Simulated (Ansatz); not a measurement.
## Ansatz (development build ahead of 0.2.0) run

```yaml
crystal:
  periodic: [false, false, false]
  atoms:
    - { symbol: F, position_ang: [0.0, 0.0, 0.0] }
    - { symbol: H, position_ang: [1.12111, 0.0, 0.0] }
    - { symbol: H, position_ang: [-1.74278, 0.0, 0.0] }
basis:
  gaussian: { orbitals: "6-31G" }
magnetization:
  initial_magnetization: 1
hamiltonian:
  xc: hf
correlation:
  method: fci
  frozen_orbitals: { F: 1, H: 0 }
```

The input is written out in the form of the current development build from the run's settings.

Output:

```
Converged    : yes
Total energy : -100.58398 hartree
State        : lowest doublet root, of any spatial symmetry
```
